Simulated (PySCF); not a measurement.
carbonyl sulfide (COS), SMILES O=C=S.

Geometry: PBE-D3(BJ)/def2-TZVP.

The numbers are results of PBE-D3(BJ)/def2-TZVP (PySCF), not measurements.

Frequencies are harmonic and unscaled.

Modes within 1.5 cm⁻¹ of each other (mostly degenerate sets) share a row, with their intensities summed.

Problem. List the normal modes with their intensities. (The exact figures need the calculation; the answer reports its results.)

Solution. 
| mode | ν (cm⁻¹) | IR (km/mol) | moving atoms (share of kinetic energy) |
|---|---|---|---|
| 1–2 | 509 | 2.8 | C 76 %, O 19 % |
| 3 | 868 | 4.5 | S 45 %, O 43 %, C 12 % |
| 4 | 2065 | 580.8 | C 68 %, O 31 % |
